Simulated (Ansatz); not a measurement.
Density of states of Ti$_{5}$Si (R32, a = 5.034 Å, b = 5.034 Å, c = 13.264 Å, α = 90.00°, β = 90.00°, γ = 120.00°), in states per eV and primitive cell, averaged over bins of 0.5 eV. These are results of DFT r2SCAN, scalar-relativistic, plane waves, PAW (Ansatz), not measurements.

Settings: cutoff 500 eV, Γ-centred mesh 12×12×12 on the computed 6-atom cell, Gaussian smearing of 0.10 eV; no spin polarisation.

The cell is relaxed at this level. The states (both spins) are summed by tetrahedra on a 18×18×18 mesh at the self-consistent density. Energies are bin centres; the table starts no lower than −8 eV and ends at 6 eV, or lower where the solved bands end.

It is a metal at this level.

| E − E_F (eV) | total | Ti 3d | Ti 4s | Si 3p | Ti 3p |
| --- | --- | --- | --- | --- | --- |
| -5.20 | 0.54 | 0.05 | 0.27 | 0.16 | 0.01 |
| -4.70 | 3.07 | 0.50 | 1.24 | 0.97 | 0.05 |
| -4.20 | 1.64 | 0.45 | 0.48 | 0.56 | 0.02 |
| -3.70 | 2.67 | 0.84 | 0.60 | 1.11 | 0.04 |
| -3.20 | 3.56 | 1.35 | 0.49 | 1.59 | 0.05 |
| -2.70 | 1.71 | 0.95 | 0.29 | 0.40 | 0.02 |
| -2.20 | 5.25 | 3.66 | 0.90 | 0.51 | 0.04 |
| -1.70 | 6.39 | 5.14 | 0.65 | 0.37 | 0.04 |
| -1.20 | 7.36 | 6.26 | 0.48 | 0.24 | 0.05 |
| -0.70 | 7.47 | 6.18 | 0.47 | 0.22 | 0.05 |
| -0.20 | 4.82 | 4.17 | 0.23 | 0.13 | 0.02 |
| 0.30 | 4.86 | 4.44 | 0.11 | 0.09 | 0.01 |
| 0.80 | 7.16 | 6.58 | 0.17 | 0.12 | 0.01 |
| 1.30 | 10.21 | 9.42 | 0.20 | 0.18 | 0.02 |
| 1.80 | 9.52 | 8.72 | 0.28 | 0.16 | 0.02 |
| 2.30 | 7.56 | 6.93 | 0.21 | 0.13 | 0.01 |
| 2.80 | 6.32 | 5.84 | 0.12 | 0.11 | 0.01 |

The columns after the total are the main Löwdin projections on the occupied valence shells of the potentials; 2 others are left out. The rest of the total lies in those, in shells that are empty in the free atom, which aren't projected, and between the atoms.

Whether Ti5Si exists in this form wasn't checked.

Cost: 1 run of about 5.8 core-minutes, on Intel Xeon 6975P-C (Granite Rapids) (shared hosts).